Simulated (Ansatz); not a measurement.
fcc Pb

These are PBE-D3(BJ) (Ansatz, an electronic-structure program, plane waves, PAW) values and carry that method's errors.

Run with plane-wave cutoff 520 eV, 20×20×20 k mesh, Fermi–Dirac smearing 0.05 eV, scalar-relativistic PAW data made under PBE.

Cell (relaxed at this level):

```cif
data_Pb
_chemical_formula_sum 'Pb1'
_space_group_name_H-M_alt 'P 1'
_space_group_IT_number 1
_cell_length_a 3.50555
_cell_length_b 3.50555
_cell_length_c 3.50555
_cell_angle_alpha 60.000
_cell_angle_beta 60.000
_cell_angle_gamma 60.000
loop_
_space_group_symop_operation_xyz
  'x, y, z'
loop_
_atom_site_label
_atom_site_type_symbol
_atom_site_fract_x
_atom_site_fract_y
_atom_site_fract_z
_atom_site_occupancy
Pb1 Pb 0.00000 0.00000 0.00000 1
```

```json
{
 "bulk_modulus": "44.8 GPa",
 "band_gap": "none",
 "pressure derivative B′ of the bulk modulus": "5.1"
}
```

Measured, for comparison: bulk modulus 47 GPa (corrected for temperature and zero-point phonon effects; as tabulated in Levämäki et al. (2014), arXiv:1402.3671). Computed (rounded) less measured: bulk modulus -5 %.

Spin–orbit coupling is not included; it can shift volumes and moduli of such heavy elements.

Static lattice: no zero-point or thermal effects.
